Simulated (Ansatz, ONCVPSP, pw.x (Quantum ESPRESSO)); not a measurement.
# pw.x on bcc Rb: one setting changed

Potential: optimised norm-conserving Vanderbilt (ONCV), ONCVPSP 4.0.1, PBE; core [Ar] 3d10, reference 4s2 4p6; waves: 4s: rc 2.35 bohr, ncon 4, nbas 7, qcut 4.9 1/bohr, 2 projectors, debl 1.7 Ha; 4p: rc 2.65 bohr, ncon 4, nbas 7, qcut 5.2 1/bohr, 2 projectors, debl 3.8 Ha; d scattering state at 0.26 Ha: rc 2.45 bohr, ncon 5, nbas 10, qcut 3.5 1/bohr, 2 projectors, debl 0.9 Ha; f scattering state at 0.27 Ha: rc 2.45 bohr, ncon 4, nbas 8, qcut 4.3 1/bohr, 2 projectors, debl 2 Ha; local part: polynomial inside 2.05 bohr (lpopt 5, dvloc0 3 Ha); core correction: Teter function, fcfact 4.5, rcfact 1.75. In the d channel the program set the typed energies aside and used 0.050, 0.950 Ha.

The reference run (k-mesh 8³, cutoffs 50/200 Ry, Fermi–Dirac 0.01 Ry, mixing_beta 0.4, conv_thr 1e-9, no spin) gives -0.01 GPa at 91.801 Å³/atom, where all-electron LAPW gives -0.00 GPa. This run, with its own iteration cap, changes smearing to mv.

```
&control
  calculation='scf', prefix='x', pseudo_dir='./', outdir='./tmp', tstress=.true., disk_io='none'
/
&system
  ibrav=0, nat=1, ntyp=1, ecutwfc=50, ecutrho=200, nbnd=12,
  occupations='smearing', smearing='mv', degauss=0.01
/
&electrons
  conv_thr=1e-09, mixing_beta=0.4, electron_maxstep=50
/
ATOMIC_SPECIES
Rb 1.0 Rb.UPF
CELL_PARAMETERS angstrom
  -2.84181503 2.84181503 2.84181503
  2.84181503 -2.84181503 2.84181503
  2.84181503 2.84181503 -2.84181503
ATOMIC_POSITIONS crystal
Rb 0.0000 0.0000 0.0000
K_POINTS automatic
8 8 8 0 0 0
```

```bash
pw.x < Rb.scf.in > Rb.scf.out
```

Question: How does the run end?

Answer: It converges in 9 iterations; the free energy moves by +31.3 meV/atom and the pressure by -0.01 GPa. This scheme is built to cancel the term in the square of the width that Fermi–Dirac smearing leaves in the F of a metal.

```
Message from routine setup:
     using ibrav=0 with symmetry is DISCOURAGED, use correct ibrav instead
     lattice parameter (alat)  =       9.3015  a.u.
     unit-cell volume          =     619.5039 (a.u.)^3
     number of electrons       =         9.00
     number of Kohn-Sham states=           12
     kinetic-energy cutoff     =      50.0000  Ry
     charge density cutoff     =     200.0000  Ry
     scf convergence threshold =      1.0E-09
     Exchange-correlation= PBE
     number of k points=    29  Marzari-Vanderbilt smearing, width (Ry)=  0.0100
     iteration #  1     ecut=    50.00 Ry     beta= 0.40
     total energy              =     -58.14643014 Ry
     estimated scf accuracy    <       0.85471563 Ry
     iteration #  2     ecut=    50.00 Ry     beta= 0.40
     total energy              =     -58.21639487 Ry
     estimated scf accuracy    <       0.06653188 Ry
     iteration #  3     ecut=    50.00 Ry     beta= 0.40
     total energy              =     -58.22578696 Ry
     estimated scf accuracy    <       0.00519438 Ry
     [... 3 iterations left out ...]
     iteration #  7     ecut=    50.00 Ry     beta= 0.40
     total energy              =     -58.22603007 Ry
     estimated scf accuracy    <          6.6E-09 Ry
     iteration #  8     ecut=    50.00 Ry     beta= 0.40
     total energy              =     -58.22602999 Ry
     estimated scf accuracy    <       0.00000019 Ry
     iteration #  9     ecut=    50.00 Ry     beta= 0.40
     the Fermi energy is     1.9283 ev
!    total energy              =     -58.22603003 Ry
     estimated scf accuracy    <          1.1E-10 Ry
     smearing contrib. (-TS)   =      -0.00027919 Ry
     The total energy is F=E-TS. E is the sum of the following terms:
     one-electron contribution =     -26.82218822 Ry
     hartree contribution      =      14.75732713 Ry
     xc contribution           =     -18.71544543 Ry
     ewald contribution        =     -27.44544433 Ry
     convergence has been achieved in   9 iterations
          total   stress  (Ry/bohr**3)                   (kbar)     P=       -0.16
     Message from routine punch:
     Nothing written, as per user request (disk_io='none')
```

The run took about 23 s on one core of a shared host (Intel(R) Xeon(R) Platinum 8375C CPU @ 2.90GHz, 64 threads, 248 GiB, load 50).
